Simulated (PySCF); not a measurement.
# AlClO (SMILES [O]=[Al][Cl]): wB97X-V/STO-3G

What is the vertical singlet–triplet gap of AlClO at wB97X-V/STO-3G? Input form: a Python script.

The calculation is run with PySCF 2.14.0.

7 further runs of the same task are left out: 7 set aside as unsound or not needed.

## (1) Starting point

AlClO has 3 atoms, charge 0, and is taken as a singlet. SMILES: `[O]=[Al][Cl]`. Geometry: a GFN2-xTB relaxation, a rough one for these elements and not checked as a minimum.

Bond lengths: O1–Al2 1.566 Å, Al2–Cl3 2.014 Å. Angles: O1–Al2–Cl3 180.0°.

## (2) A single-point energy at wB97X-V/STO-3G

job.py

```python
# [O]=[Al][Cl]
from pyscf import gto, dft

molecule = gto.M(
    atom=[
    ('O', (0.107470, 1.694260, 0.245960)),
    ('Al', (0.009340, 0.147220, 0.021380)),
    ('Cl', (-0.116820, -1.841490, -0.267330)),
],
    basis='sto-3g',
    spin=0,
    verbose=4,
    charge=0,
    max_memory=1860,
)

ks = dft.RKS(molecule)
ks.xc = 'wb97x-v'
ks.grids.level = 5
ks.nlcgrids.level = 1
ks.conv_tol = 1e-10
ks.kernel()
if not ks.converged:
    ks = ks.newton().run(ks.mo_coeff, ks.mo_occ)

e_final = ks.e_tot
print('E(%s) = %.9f' % ('WB97X-V', e_final))
```

Launch:

```sh
$ OMP_NUM_THREADS=1 python job.py
```

Log:

```text
PySCF version 2.14.0

[INPUT] num. atoms = 3
[INPUT] num. electrons = 38
[INPUT] charge = 0
[INPUT] spin (= nelec alpha-beta = 2S) = 0
[INPUT] symmetry False subgroup None
[INPUT] Mole.unit = angstrom
[INPUT] Symbol           X                Y                Z      unit          X                Y                Z       unit  Magmom
[INPUT]  1 O      0.107470000000   1.694260000000   0.245960000000 AA    0.203088866607   3.201687383806   0.464797037598 Bohr   0.0
[INPUT]  2 Al     0.009340000000   0.147220000000   0.021380000000 AA    0.017650042003   0.278205480058   0.040402344543 Bohr   0.0
[INPUT]  3 Cl    -0.116820000000  -1.841490000000  -0.267330000000 AA   -0.220757805872  -3.479911761125  -0.505180484880 Bohr   0.0

nuclear repulsion = 113.321164840881
number of shells = 13
number of NR pGTOs = 69
number of NR cGTOs = 23
basis = sto-3g
ecp = {}

******** <class 'pyscf.dft.rks.RKS'> ********
method = RKS
initial guess = minao
damping factor = 0
level_shift factor = 0
DIIS = <class 'pyscf.scf.diis.CDIIS'>
diis_start_cycle = 1
diis_space = 8
diis_damp = 0
SCF conv_tol = 1e-10
SCF conv_tol_grad = None
SCF max_cycles = 50
direct_scf = True
direct_scf_tol = 1e-13
XC library pyscf.dft.libxc version 7.0.0
    S. Lehtola, C. Steigemann, M. J.T. Oliveira, and M. A.L. Marques.,  SoftwareX 7, 1–5 (2018)
XC functionals = wb97x-v
    N. Mardirossian and M. Head-Gordon.,  Phys. Chem. Chem. Phys. 16, 9904-9924 (2014)
radial grids:
    Treutler-Ahlrichs [JCP 102, 346 (1995); DOI:10.1063/1.469408] (M4) radial grids

becke partition: Becke, JCP 88, 2547 (1988); DOI:10.1063/1.454033
pruning grids: <function nwchem_prune>
grids dens level: 5
symmetrized grids: False
atomic radii adjust function: <function treutler_atomic_radii_adjust>
** Following is NLC and NLC Grids **
NLC functional = wb97x-v
radial grids:
    Treutler-Ahlrichs [JCP 102, 346 (1995); DOI:10.1063/1.469408] (M4) radial grids

becke partition: Becke, JCP 88, 2547 (1988); DOI:10.1063/1.454033
pruning grids: <function nwchem_prune>
grids dens level: 1
symmetrized grids: False
atomic radii adjust function: <function treutler_atomic_radii_adjust>
small_rho_cutoff = 0
Set gradient conv threshold to 1e-05
Initial guess from minao.
tot grids = 129080
tot grids = 17848
init E= -768.40379260704
  HOMO = -0.457547207408646  LUMO = -0.061710801056689  gap/eV = 10.77126
cycle= 1 E= -768.446620969521  delta_E= -0.0428  |g|= 0.786  |ddm|= 2.53
  HOMO = 0.00969019330632853  LUMO = 0.24079889618721  gap/eV = 6.28879
cycle= 2 E= -766.115966571735  delta_E= 2.33  |g|= 3.11  |ddm|= 4.39
  HOMO = -0.146969793961507  LUMO = 0.177521467093731  gap/eV = 8.82986
cycle= 3 E= -768.753289245751  delta_E= -2.64  |g|= 0.304  |ddm|= 2.96
  HOMO = -0.212972302760573  LUMO = 0.18839303056027  gap/eV = 10.92171
cycle= 4 E= -768.778341836162  delta_E= -0.0251  |g|= 0.0774  |ddm|= 0.264
  HOMO = -0.228682282450986  LUMO = 0.187136485234917  gap/eV = 11.31501
cycle= 5 E= -768.780269527246  delta_E= -0.00193  |g|= 0.00428  |ddm|= 0.0954
  HOMO = -0.227316226076383  LUMO = 0.187858857378313  gap/eV = 11.29749
cycle= 6 E= -768.780276396518  delta_E= -6.87e-06  |g|= 0.00127  |ddm|= 0.0087
  HOMO = -0.227109934708582  LUMO = 0.187905217474103  gap/eV = 11.29314
cycle= 7 E= -768.78027728932  delta_E= -8.93e-07  |g|= 0.000546  |ddm|= 0.00333
  HOMO = -0.227182746605574  LUMO = 0.187898587868742  gap/eV = 11.29494
cycle= 8 E= -768.78027742523  delta_E= -1.36e-07  |g|= 2.65e-05  |ddm|= 0.00152
  HOMO = -0.22718578779129  LUMO = 0.187899400948669  gap/eV = 11.29504
cycle= 9 E= -768.780277426163  delta_E= -9.34e-10  |g|= 7.94e-06  |ddm|= 0.000151
  HOMO = -0.22718681377811  LUMO = 0.187899417684505  gap/eV = 11.29507
cycle= 10 E= -768.780277426189  delta_E= -2.51e-11  |g|= 1.21e-06  |ddm|= 1.63e-05
  HOMO = -0.227186101842614  LUMO = 0.187899451631221  gap/eV = 11.29505
Extra cycle  E= -768.780277426189  delta_E=    0  |g|= 1.89e-06  |ddm|= 3.87e-06
converged SCF energy = -768.780277426189
E(WB97X-V) = -768.780277426
```

It took 14 s on 1 thread of Arm Neoverse V1, shared host; peak memory 0.21 GiB.

## (3) The triplet

input.py

```python
from pyscf import gto, dft

system = gto.M(
    atom='O 0.107470 1.694260 0.245960; Al 0.009340 0.147220 0.021380; Cl -0.116820 -1.841490 -0.267330',
    spin=2,
    max_memory=1860,
    verbose=3,
    basis='sto-3g',
)

mf = dft.UKS(system)
mf.xc = 'wb97x-v'
mf.grids.level = 5
mf.conv_tol = 1e-10
mf.nlcgrids.level = 1
mf.kernel()
if not mf.converged:
    mf = mf.newton().run(mf.mo_coeff, mf.mo_occ)

etot = mf.e_tot
print(f'total energy: {etot:.8f} hartree')
```

Launch:

```sh
$ OMP_NUM_THREADS=1 python input.py
```

Log:

```text
WARN: HOMO -0.0617108010566441 >= LUMO -0.457547207408646

converged SCF energy = -768.650245842482  <S^2> = 2.0025862  2S+1 = 3.0017236
total energy: -768.65024584 hartree
```

Run time: 16 s. Hardware: 1 thread of Arm Neoverse V1, shared host; peak memory 0.22 GiB.

## (4) Results

Level: wB97X-V/STO-3G.

| quantity | value |
| --- | --- |
| singlet: total energy | -768.78028 Eh |
| singlet: dipole moment | 0.21 D |
| singlet: HOMO energy | -6.18 eV |
| singlet: LUMO energy | 5.11 eV |
| singlet: HOMO–LUMO gap | 11.30 eV |
| triplet: total energy | -768.65025 Eh |
| triplet: dipole moment | 2.86 D |
| triplet: HOMO energy (highest over α and β) | -2.11 eV |
| triplet: LUMO energy (lowest over α and β) | 1.92 eV |
| triplet: ⟨S²⟩ | 2.003 |
| vertical energy of the triplet above the singlet | 3.538 eV |

What this shows: At this shape the triplet lies 3.54 eV (82 kcal/mol) above the singlet. In a minimal basis such a difference can be off by several eV, whatever the method. Mulliken charges (triplet) run from -0.49 on Cl3 to +0.76 on Al2.
